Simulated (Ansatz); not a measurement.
Take a crystal in which In has been replaced by Ga on all its sites, with the cell rescaled by a rough guess (in some cases also distorted within its space group) and nothing relaxed:

```yaml
crystal:
  lattice:
    - [4.62563, 0.00000, 0.00000]
    - [0.00000, 4.62563, 0.00000]
    - [0.00000, 0.00000, 4.62563]
  atoms:
    - { symbol: Ga, position: [0.00000, 0.00000, 0.00000] }
    - { symbol: Sb, position: [0.50000, 0.00000, 0.50000] }
    - { symbol: Sb, position: [0.00000, 0.50000, 0.50000] }
    - { symbol: Sb, position: [0.50000, 0.50000, 0.00000] }
```

Theory: Ansatz, DFT PBE, scalar-relativistic, plane waves, PAW.

Settings: cutoff 420 eV, Γ-centred mesh 10×10×10 on the computed 4-atom cell, Gaussian smearing of 0.10 eV; no spin polarisation.

Will this cell want to expand or contract, and how hard?

The pressure is 3.5 GPa (positive in compression), so the cell would expand.

Is it a metal on this mesh?

Yes, a band crosses the Fermi level.

What is its energy against the elements in their standard states?

+0.212 eV/atom at this unrelaxed geometry, with the elements in the same functional.

Spin-orbit coupling is left out, which matters for the bands of heavy elements.